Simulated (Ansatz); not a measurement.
For hcp Ba (model structure), PBEsol (Ansatz, a quantum-chemistry and plane-wave program, plane waves, PAW) gives:

- lattice constant a: 4.351 Å
- lattice parameter c: 7.104 Å

### Question
What does r²SCAN (plane waves, PAW; Ansatz) give for the same quantities?

### Answer

- lattice constant a: 4.532 Å (goes up by 4.2 %)
- lattice parameter c: 7.474 Å (grows by 5.2 %)

Changes are worked out from the printed values.

Unless a cell is named, each level is at its own relaxed cell (PBEsol 58.23, r²SCAN 66.47 Å³/atom).

Ansatz's density-functional and Hartree–Fock values are scalar-relativistic unless marked +SOC, with PAW data made under PBE.

A model structure was made by putting elements into a prototype or built by hand; it is no filed structure, need not be a known phase, and can be a saddle point held by its symmetry.
